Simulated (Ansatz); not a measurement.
Problem. Name a neutral molecule of C, O and H with HOMO energy (PBE/def2-TZVPP) between -6.65 and -6.35 eV and ideal-gas entropy at 298 K and 1 bar (rigid rotor, harmonic PBE0-D4/def2-TZVP) between 269 and 285 J/(mol·K) (Ansatz, PBE0-D4/def2-TZVP geometry).

Solution. `C#CC=O` (-6.47 eV, 274 J/(mol·K)); `C#CCO` (-6.48 eV, 285 J/(mol·K)). Other molecules can fit too; these were computed, each in one conformer that needn't be the lowest.
